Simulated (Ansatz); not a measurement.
Chalcopyrite CuGaSe2 was calculated with PBEsol (Ansatz, an electronic-structure program, plane waves, PAW).

Numerical settings: plane-wave cutoff 560 eV, 10×10×10 k mesh, Fermi–Dirac smearing 0.01 eV, no spin polarisation, scalar-relativistic PAW data made under PBE.

Starting structure:

```
CELL_PARAMETERS angstrom
     -2.80500     2.80500     5.51000
      2.80500    -2.80500     5.51000
      2.80500     2.80500    -5.51000
ATOMIC_POSITIONS crystal
  Ga 0.50000 0.50000 0.00000
  Ga 0.25000 0.75000 0.50000
  Cu 0.00000 0.00000 0.00000
  Cu 0.75000 0.25000 0.50000
  Se 0.87500 0.87500 0.50000
  Se 0.12500 0.62500 0.00000
  Se 0.37500 0.37500 0.50000
  Se 0.62500 0.12500 0.00000
```

Problem. Into what structure does the relaxation of cell and atoms lead at this level, with the symmetry of the start kept?

Solution. The volume falls by 0.9 %; final space group I-42d.
```
CELL_PARAMETERS angstrom
     -2.78498     2.78498     5.53728
      2.78498    -2.78498     5.53728
      2.78498     2.78498    -5.53728
ATOMIC_POSITIONS crystal
  Ga 0.50000 0.50000 0.00000
  Ga 0.25000 0.75000 0.50000
  Cu 0.00000 0.00000 0.00000
  Cu 0.75000 0.25000 0.50000
  Se 0.87500 0.88319 0.50819
  Se 0.11681 0.62500 0.99181
  Se 0.37500 0.36681 0.49181
  Se 0.63319 0.12500 0.00819
```
